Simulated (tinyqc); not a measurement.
Stretching all distances: RHF, UHF, MP2, CISD and CCSD against full CI in the sto-3g basis, for H2O, spin multiplicity 1. Computed by the program tinyqc with PySCF. All coordinates are multiplied by the scale. c0^2 is the weight of the RHF determinant in the lowest singlet FCI state (UHF is spin-contaminated and may lie near states of higher spin) and n(LUMO) the first natural occupation beyond the occupied space.

Geometry (angstrom):
```
atom       x        y       z
O     0.0000   0.0000  0.0000
H     0.0000   0.7910  0.5030
H     0.0000  -0.8280  0.5270
```

Full CI energy (hartree) and errors against it (kcal/mol):
```
scale  distance 1-2 (angstrom)     E(FCI)      RHF     UHF     MP2    CISD    CCSD  <S^2> UHF   c0^2  n(LUMO)
0.860                    0.806  -74.91266   21.224  21.224   5.497   0.182   0.051      0.000  0.986    0.015
1.160                    1.087  -74.99754   45.147  45.147  14.453   1.197   0.182      0.000  0.949    0.057
1.450                    1.359  -74.90468   86.377  66.014  30.878   5.894   0.547      0.877  0.853    0.172
1.750                    1.640  -74.81452  147.654  36.456  53.771  19.063  -0.204      1.620  0.679    0.388
2.040                    1.912  -74.76587  217.414  13.695  81.992  40.427  -6.136      1.869  0.453    0.634
```

What does the comparison show, and why?

UHF parts from RHF first at scale 1.45 of those listed, where <S^2> leaves zero. The weight c0^2 goes from 0.99 to 0.45 and n(LUMO) from 0.02 to 0.63: static correlation grows as the bonds break into open-shell fragments. The spread of the error along the curve, which distorts its shape, is CCSD 6.7, CISD 40.2, UHF 52.3, MP2 76.5, RHF 196.2 kcal/mol. Below FCI somewhere: CCSD, as non-variational methods may be.
